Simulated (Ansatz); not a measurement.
SiB₂. Charge 0, multiplicity 5. Geometry r2SCAN-D4/def2-TZVP; atoms count from 1.

```xyz
3

B    -0.425    0.980    0.052
B     1.015   -0.026    0.337
Si   -0.589   -0.954   -0.389
```

At PBE0-D4/def2-TZVP a broken-symmetry singlet of charge 0 lies 1.77 eV below the quintet, each at its own geometry. The structure comes from a short search, and lower isomers may exist.

Estimate the Mulliken populations from the PBE0/def2-TZVP orbitals of Ansatz.


```csv
atom,charge (e),spin (α − β)
B1,-0.04,1.47
B2,-0.04,1.47
Si3,0.07,1.06
```
Mulliken values depend strongly on the basis.

Where does the spin sit?

Summed by element: B 2.94, Si 1.06, of 4 unpaired in all. Largest on single atoms: B1 1.47, B2 1.47, Si3 1.06.

And the Mayer bond orders between heavy atoms (over 0.3)?

B1–B2 0.94 (1.78 Å); B1–Si3 1.25 (1.99 Å); B2–Si3 1.25 (1.99 Å).
